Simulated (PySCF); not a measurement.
Gas-phase reaction: Cl2 + 2 BH → BH2Cl + BCl

Computed with PySCF and rigid-rotor harmonic-oscillator thermochemistry at 1 bar. † marks an energy on the PBE0/def2-TZVP geometry and frequencies; other levels use their own. MP2 freezes the core. 6-31G* has spherical d functions here. All species are closed-shell singlets. B3LYP is the form with VWN-RPA correlation. BH2Cl: computed as isolated molecules; such fragments, hydroxides, amides, oligomers or adducts are transient or little studied in the gas. MP2 isn't extrapolated to the basis-set limit; its ΔH°(298 K) is -870.1 kJ in def2-SVP and -829.8 kJ in def2-TZVPP. The harmonic model lacks anharmonicity and excited electronic states, which grow with temperature; levels with a mode under 35 cm⁻¹ are left out.

```json
[
 {"level": "B3LYP/6-31G*", "ΔE electronic, kJ": "-847", "ΔH°(298 K), kJ": "-824", "ΔS°(298 K), J/K": "-120", "ΔG°(1000 K), kJ": "-699"},
 {"level": "HF/def2-TZVP†", "ΔE electronic, kJ": "-775", "ΔH°(298 K), kJ": "-753", "ΔS°(298 K), J/K": "-119", "ΔG°(1000 K), kJ": "-629"},
 {"level": "M06-2X/def2-TZVP†", "ΔE electronic, kJ": "-825", "ΔH°(298 K), kJ": "-803", "ΔS°(298 K), J/K": "-119", "ΔG°(1000 K), kJ": "-678"},
 {"level": "MP2/def2-SVP†", "ΔE electronic, kJ": "-892", "ΔH°(298 K), kJ": "-870", "ΔS°(298 K), J/K": "-119", "ΔG°(1000 K), kJ": "-746"},
 {"level": "PBE/def2-SVP", "ΔE electronic, kJ": "-880", "ΔH°(298 K), kJ": "-858", "ΔS°(298 K), J/K": "-120", "ΔG°(1000 K), kJ": "-733"},
 {"level": "PBE0/def2-QZVP†", "ΔE electronic, kJ": "-842", "ΔH°(298 K), kJ": "-820", "ΔS°(298 K), J/K": "-119", "ΔG°(1000 K), kJ": "-696"},
 {"level": "PBE0/def2-SVP†", "ΔE electronic, kJ": "-886", "ΔH°(298 K), kJ": "-864", "ΔS°(298 K), J/K": "-119", "ΔG°(1000 K), kJ": "-740"},
 {"level": "PBE0/def2-TZVP", "ΔE electronic, kJ": "-845", "ΔH°(298 K), kJ": "-824", "ΔS°(298 K), J/K": "-119", "ΔG°(1000 K), kJ": "-699"},
 {"level": "r2SCAN/def2-TZVP†", "ΔE electronic, kJ": "-869", "ΔH°(298 K), kJ": "-847", "ΔS°(298 K), J/K": "-119", "ΔG°(1000 K), kJ": "-723"}
]
```
ΔH° is lowest at MP2/def2-SVP† and highest at HF/def2-TZVP†. No reference value is set beside these.
